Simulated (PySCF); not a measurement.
Excitation energies in several basis sets

Compound: PN.
InChI=1S/NP/c1-2

TDDFT with PBE0 (PySCF), vertical singlets, core orbitals frozen in the response, spherical d and f functions. Isolated species at its PBE0-D3(BJ)/def2-SVP geometry, gas phase.

```
      basis  functions  diffuse  S1 (eV)  S2 (eV)  S3 (eV)  S4 (eV)  S5 (eV)  LUMO (eV)  α (au)
     6-31G*         32       no     4.88     5.17     5.17     5.36     5.36      -2.06    20.1
   def2-SVP         32       no     4.90     5.17     5.17     5.39     5.39      -2.06    19.9
    6-31+G*         40      yes     4.82     5.14     5.14     5.27     5.27      -2.38    23.5
  def2-SVPD         44      yes     4.80     5.13     5.13     5.25     5.25      -2.30    26.1
aug-cc-pVDZ         50      yes     4.81     5.14     5.14     5.26     5.26      -2.38    27.6
  def2-TZVP         68       no     4.72     5.02     5.02     5.14     5.14      -2.35    24.0
 def2-TZVPD         80      yes     4.70     5.02     5.02     5.12     5.12      -2.43    27.8
aug-cc-pVTZ         96      yes     4.73     5.04     5.04     5.15     5.15      -2.44    28.1
```

Problem. Compare the sets with the largest diffuse one.

Solution. States are compared by their number. Against the largest diffuse basis here (aug-cc-pVTZ, itself not a converged limit), sets without diffuse functions differ by up to 0.17 eV in S1 and 0.24 eV in S5; the smaller diffuse sets differ by up to 0.08 and 0.12 eV. State by state, the largest deviation of a set without diffuse functions is S1 0.17, S2 0.14, S3 0.14, S4 0.24, S5 0.24 eV. The same number needn't mean the same state in each row. Against aug-cc-pVTZ the polarisability deviates by -29% in 6-31G*, -29% in def2-SVP, -17% in 6-31+G*, -7% in def2-SVPD, -2% in aug-cc-pVDZ, -15% in def2-TZVP, -1% in def2-TZVPD.
